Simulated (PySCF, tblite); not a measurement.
Isomers of [C5H4S]- (charge -1 and doublet state), one GFN2-xTB conformer each. Single-point energies are computed at B3LYP/pcH-1 (PySCF, gas phase, no added dispersion term), electronic only. GFN2-xTB treats the open shell by occupation alone, and not every SCF solution was tested for stability.

Question: Rank them by B3LYP/pcH-1 energy, lowest first (kJ/mol).
A. `C=C1C=C[C]1[S-]` [radical]
B. `[CH:1]#[C:2]/[CH:3]=[CH:4]/[CH:5][S-:6]` (charge -1 and doublet state) with C3–C4–C5–S6 180°

Answer: B (0.0), A (47.9).

As drawn, the higher has a four-membered ring, which the lower lacks. GFN2-xTB itself gives, in the same order: 0.0, 15.4. Both levels put the same isomer lowest.

Q: What happens when harmonic zero-point energies from GFN2-xTB frequencies are added?

A: 
| SMILES | ZPE (kJ/mol) | electronic (kJ/mol) | with ZPE (kJ/mol) |
| --- | --- | --- | --- |
| C#C/C=C/[CH][S-] | 169.1 | 0.0 | 0.0 |
| C=C1C=C[C]1[S-] | 173.1 | 47.9 | 51.9 |

The zero-point energies span 4.0 kJ/mol. The order is unchanged.

Q: As an exercise, what shares would exp(−E/RT) give at 2000 K from these electronic energies alone (no entropy, no degeneracies)?

A: RT = 16.629 kJ/mol: C#C/C=C/[CH][S-] 94.7 %, C=C1C=C[C]1[S-] 5.3 %.
